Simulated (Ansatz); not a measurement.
## A basis-limit estimate, worked out

An elementary step of BH4OF, singlet (BH₂F ([BH2][F]) + H₂O → BH₃O ([BH2][OH]) + HF; B–F, H–O broken or loosened, B–O, F–H formed or tightened). “Start” and “end” are the PBE0-D4/def2-TZVP structures reached by relaxing down either side of its saddle point, with the molecules still in contact.

Computed with Ansatz 0.2.0 (basis: def2-TZVPP and def2-QZVPP); correlated methods freeze the cores.

Energies in eV:

| quantity | end | start |
| --- | --- | --- |
| Hartree–Fock, triple zeta (X = 3) | -5481.65644 | -5481.63915 |
| Hartree–Fock, quadruple zeta (X = 4) | -5481.92774 | -5481.89426 |
| MP2 correlation, X = 3 | -16.95277 | -17.09199 |
| MP2 correlation, X = 4 | -18.39560 | -18.51527 |
| CCSD(T) correlation, X = 3 | -17.97155 | -18.11562 |

(1) Work out the step energy at the basis limit: extrapolate Hartree–Fock as E(X) = E∞ + A exp(−7.88 √X) and the MP2 correlation as E(X) = E∞ + B X^−2.97 (the exponents that Neese and Valeev fitted for def2-TZVPP and QZVPP), then add CCSD(T) − MP2 in triple zeta.

T1 diagnostic: at most 0.012.

Answers

(1) Each step is linear, so take the differences first (end − start): Hartree–Fock -0.01729 (X = 3) and -0.03348 (X = 4); MP2 correlation 0.13922 and 0.11967; CCSD(T) correlation 0.14407.
Two points give E∞ = E(4) + w [E(4) − E(3)], with w = 1/(exp(7.88 (2 − √3)) − 1) = 0.1377 for Hartree–Fock and w = 1/((4/3)^2.97 − 1) = 0.7407 for the correlation.
Hartree–Fock: -0.03348 + 0.1377 × (-0.01619) = -0.0357 eV.
MP2 correlation: 0.11967 + 0.7407 × (-0.01955) = 0.1052 eV.
CCSD(T) − MP2: 0.14407 − 0.13922 = 0.0048 eV.
Sum: -0.0357 + 0.1052 + 0.0048 = 0.0743 eV, or 1.71 kcal/mol. Plain CCSD(T) in triple zeta gives 0.1268 eV, so the larger basis shifts the result by -0.0525 eV.

The step is the kind of ligand exchange by which a precursor binds to a hydroxyl group, or is hydrolysed, in atomic layer deposition of oxides.

Labels in which every atom is bracketed show which atoms are joined, not bond orders.

For scale, one of the runs: CCSD(T)/def2-TZVPP, 149 basis functions, launched by `ansatz run in.yaml --threads 2 --pin off --events-out ev --progress --plain --max-ram 4352MiB`. Time: 7.5 s of wall clock on 2 CPU threads of an Intel Xeon 6975P-C; the host was shared. Peak host memory: 1.1 GiB.
